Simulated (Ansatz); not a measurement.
An Ansatz input:

```yaml
crystal:
  lattice:
    - [3.5170027874, 0.0, 0.0]
    - [-1.7585013937, 3.0458137591, 0.0]
    - [0.0, 0.0, 5.6518160058]
  atoms:
    - { symbol: Ho, position: [0.3333333333, 0.6666666667, 0.25], spin: 4.21 }
    - { symbol: Ho, position: [0.6666666667, 0.3333333333, 0.75], spin: 4.21 }
hamiltonian:
  xc: r2scan
  pseudopotentials:
    kind: paw
    azcp:
      Ho: "pseudopotentials/Ho.paw.azcp"
basis:
  ecutwfc: 500
  fft_grid_basis: typed
kpoints:
  mp_grid: { grid: [13, 13, 7], shift: [0, 0, 0] }
magnetization:
  spin_polarized: true
scf:
  occupations: { method: fermi_dirac, width: 0.05 }
output:
  stress: true
```

Terminal output

```
Warning: where an SCF of this run starts from atoms to list the orders of its open shells, Ho (sites 0, 1, from 0) starts with 3.52 μB on its 4f shell and 0.52 μB on its 5d shell, in the place of the 4.21 μB that the deck gives it: its open shells can hold no more by Hund's first rule. To start from spheres of the given moment, type scf.initial_density.shell_occupations: []
Engine: ansatz 0.2.0, x86_64-unknown-linux-gnu
Pseudopotentials: kind: paw
Pseudopotential: Ho, paw, valence charge 21, recommended cutoff 500 eV (meta_gga) 
Functional definition: r2SCAN
  parameter k0 = 0.174
  parameter k1 = 0.065
  parameter a1 = 4.9479
  exchange = r2scan_x(k0 = k0, k1 = k1, a1 = a1)
  correlation = r2scan_c
Crystal: 2 atoms, lattice volume = 60.543 Å³
Basis set: ecut = 500 eV, 1545 PW (Γ), exchange–correlation on 108×108×180 points (64 copies of the dense FFT grid, shifted against one another)
Bands: 31, of which v1, the nominal top of the filled ones, is band 21 counted from 1 (20 counted from 0)
Symmetry: 24 space group operations
Space group: P63/mmc (ITA 194), of the structure as read, at distance tolerance 3.9e-5 Å
Magnetic group: BNS 194.263 (UNI 1493), of the structure as read, at distance tolerance 3.9e-5 Å
k-points: 84 of 1183
Non-local potential: Ho, projectors of the file, l = 0: 3, l = 1: 2, l = 2: 2, l = 3: 3
PAW form: soft (Blöchl's): semilocal exchange-correlation on the pseudo side does not see the compensation charge
PAW frozen core: Ho, regenerated for the run's functional (the file was generated under x = pbe(κ = 0.804, μ = 0.2195149727645171), c = pbe(β = 0.06672455060314922))
PAW one-centre angular grid: Ho, 2702 points (default); XC on 160 Gauss nodes
Initial density: superposition of atomic densities (chi_scale 0.1, normalization cell)
Starting moments: Σ|m| = 8.42 μB on 2 of 2 sites
Initial wavefunctions: pseudopotential atomic-orbital guess
Functional: x = r2scan, c = r2scan; τ floored in thin density (d = 2e-4 eV/Å³)
iter 1 solved again at ethr=1.07e-3 eV; its pass at ethr=3.10e-3 eV (dr2=4.49e-1 eV) is discarded
SCF iter   1: F=—  HF=-22659.045880 eV  |F-HF|=—  |Δ(HF+E_count)|=         —  Δρ=3.30e-2 (↑8.35e-3 ↓3.30e-2)  dr2=4.39e-1  dr2_τ=1.05e-2  dr2_m=1.82e-1  M=7.681 μB ∫|m|=7.681 μB  β_m=1.00  ethr=1.07e-3  ⟨swp⟩=3.2  Hψ=30015  notcnv=0
Mixer restart at iter 1: flushing history
spin=Collinear: Kerker preconditioning applied to the charge; magnetization (m = ρ↑ − ρ↓) channel mixes plain (no charge-response kernel on spin).
...
Initial wavefunctions: those read from a saved state, or passed on in memory by an earlier step or the calling program
iter 1 solved again at ethr=1.24e-10 eV; its pass at ethr=2.38e-6 eV (dr2=5.19e-8 eV) is discarded
SCF iter   1: F=—  HF=-22663.827010 eV  |F-HF|=—  |Δ(HF+E_count)|=         —  Δρ=9.52e-6 (↑2.87e-6 ↓9.52e-6)  dr2=5.19e-8  dr2_τ=1.53e-10  dr2_m=1.01e-8  M=9.139 μB ∫|m|=9.197 μB  ethr=1.24e-10  ⟨swp⟩=1.0  Hψ=67514  notcnv=0
spin=Collinear: Kerker preconditioning applied to the charge; magnetization (m = ρ↑ − ρ↓) channel mixes plain (no charge-response kernel on spin).
SCF iter   2: F=—  HF=-22663.835971 eV  |F-HF|=—  |Δ(HF+E_count)|=   8.96e-3  Δρ=9.96e-4 (↑9.96e-4 ↓8.43e-4)  dr2=1.57e-3  dr2_τ=2.37e-5  dr2_m=9.65e-6  M=9.132 μB ∫|m|=9.190 μB  ethr=2.38e-6  ⟨swp⟩=1.6  Hψ=64950  notcnv=0
SCF iter   3: F=—  HF=-22663.836358 eV  |F-HF|=—  |Δ(HF+E_count)|=   3.87e-4  Δρ=6.31e-4 (↑1.09e-4 ↓6.31e-4)  dr2=1.53e-4  dr2_τ=1.36e-6  dr2_m=5.36e-5  M=9.095 μB ∫|m|=9.154 μB  ethr=2.38e-6  ⟨swp⟩=1.0  Hψ=35726  notcnv=0
SCF iter   4: F=—  HF=-22663.836352 eV  |F-HF|=—  |Δ(HF+E_count)|=   6.05e-6  Δρ=7.92e-5 (↑2.74e-5 ↓7.92e-5)  dr2=3.79e-6  dr2_τ=9.44e-8  dr2_m=7.14e-7  M=9.100 μB ∫|m|=9.160 μB  ethr=1.03e-6  ⟨swp⟩=1.0  Hψ=26753  notcnv=0
SCF iter   5: F=—  HF=-22663.836363 eV  |F-HF|=—  |Δ(HF+E_count)|=   1.15e-5  Δρ=1.28e-5 (↑1.02e-5 ↓1.28e-5)  dr2=1.74e-7  dr2_τ=3.51e-9  dr2_m=1.09e-8  M=9.100 μB ∫|m|=9.160 μB  ethr=1.90e-8  ⟨swp⟩=1.8  Hψ=35807  notcnv=0
SCF iter   6: F=-22663.836364 eV  HF=-22663.836364 eV  |F-HF|=7.21e-9  |Δ(HF+E_count)|=   5.16e-7  Δρ=3.68e-6 (↑2.51e-6 ↓3.68e-6)  dr2=1.14e-8  dr2_τ=2.14e-10  dr2_m=1.75e-9  M=9.100 μB ∫|m|=9.160 μB  ethr=2.38e-10  ⟨swp⟩=2.0  Hψ=42249  notcnv=0
SCF iter   7: F=-22663.836364 eV  HF=-22663.836364 eV  |F-HF|=7.24e-9  |Δ(HF+E_count)|=  1.46e-11  Δρ=3.68e-6 (↑2.51e-6 ↓3.68e-6)  dr2=1.14e-8  dr2_τ=2.15e-10  dr2_m=1.75e-9  M=9.100 μB ∫|m|=9.160 μB  ethr=2.71e-11  ⟨swp⟩=1.4  Hψ=43644  notcnv=0
SCF 2 converged in 7 iterations: F = -22663.836364 eV  dr2 = 1.14e-8
iter 1 solved again at ethr=2.72e-11 eV; its pass at ethr=3.10e-3 eV (dr2=1.14e-8 eV) is discarded
SCF iter   1: F=-22663.836364 eV  HF=-22663.836364 eV  |F-HF|=7.25e-9  |Δ(HF+E_count)|=         —  Δρ=3.68e-6 (↑2.52e-6 ↓3.68e-6)  dr2=1.14e-8  dr2_τ=2.15e-10  dr2_m=1.75e-9  M=9.100 μB ∫|m|=9.160 μB  β_m=1.20  ethr=2.72e-11  ⟨swp⟩=2.1  Hψ=56436  notcnv=0
spin=Collinear: Kerker preconditioning applied to the charge; magnetization (m = ρ↑ − ρ↓) channel mixes plain (no charge-response kernel on spin).
SCF iter   2: F=-22663.836364 eV  HF=-22663.836364 eV  |F-HF|=7.92e-9  |Δ(HF+E_count)|=   4.44e-9  Δρ=5.12e-6 (↑1.78e-6 ↓5.12e-6)  dr2=6.32e-9  dr2_τ=6.46e-11  dr2_m=5.23e-9  M=9.100 μB ∫|m|=9.160 μB  ethr=2.72e-11  ⟨swp⟩=5.8  Hψ=44216  notcnv=0
SCF 3 converged in 2 iterations: F = -22663.836364 eV  dr2 = 6.32e-9
Symmetry: 2 space group operations
k-points: 322 of 1183 (time reversal used)
iter 1 solved again at ethr=1.50e-11 eV; its pass at ethr=2.38e-6 eV (dr2=6.32e-9 eV) is discarded
SCF iter   1: F=-22663.836364 eV  HF=-22663.836364 eV  |F-HF|=7.91e-9  |Δ(HF+E_count)|=         —  Δρ=5.12e-6 (↑1.78e-6 ↓5.12e-6)  dr2=6.32e-9  dr2_τ=6.45e-11  dr2_m=5.23e-9  M=9.100 μB ∫|m|=9.160 μB  ethr=1.50e-11  ⟨swp⟩=1.0  Hψ=109652  notcnv=0
spin=Collinear: Kerker preconditioning applied to the charge; magnetization (m = ρ↑ − ρ↓) channel mixes plain (no charge-response kernel on spin).
SCF iter   2: F=-22663.919876 eV  HF=-22663.923800 eV  |F-HF|=3.92e-3  |Δ(HF+E_count)|=   8.74e-2  Δρ=2.32e-3 (↑1.30e-3 ↓2.32e-3)  dr2=2.89e-3  dr2_τ=2.21e-5  dr2_m=5.89e-4  M=9.072 μB ∫|m|=9.131 μB  ethr=2.38e-6  ⟨swp⟩=1.7  Hψ=129010  notcnv=0
SCF iter   3: F=-22663.938139 eV  HF=-22663.940255 eV  |F-HF|=2.12e-3  |Δ(HF+E_count)|=   1.65e-2  Δρ=2.06e-3 (↑4.14e-4 ↓2.06e-3)  dr2=1.81e-3  dr2_τ=8.74e-6  dr2_m=6.10e-4  M=9.164 μB ∫|m|=9.220 μB  ethr=2.38e-6  ⟨swp⟩=1.6  Hψ=78645  notcnv=0
SCF iter   4: F=-22663.942897 eV  HF=-22663.943035 eV  |F-HF|=1.38e-4  |Δ(HF+E_count)|=   2.78e-3  Δρ=5.04e-4 (↑1.32e-4 ↓5.04e-4)  dr2=1.62e-4  dr2_τ=8.14e-7  dr2_m=3.24e-5  M=9.150 μB ∫|m|=9.203 μB  ethr=2.38e-6  ⟨swp⟩=1.8  Hψ=70076  notcnv=0
SCF iter   5: F=-22663.944276 eV  HF=-22663.944308 eV  |F-HF|=3.19e-5  |Δ(HF+E_count)|=   1.27e-3  Δρ=2.66e-4 (↑5.58e-5 ↓2.66e-4)  dr2=3.90e-5  dr2_τ=1.46e-7  dr2_m=8.94e-6  M=9.138 μB ∫|m|=9.189 μB  ethr=7.46e-7  ⟨swp⟩=1.6  Hψ=66432  notcnv=0
```

The run was cut off at its time limit.

With an open f shell the SCF can settle in more than one state.
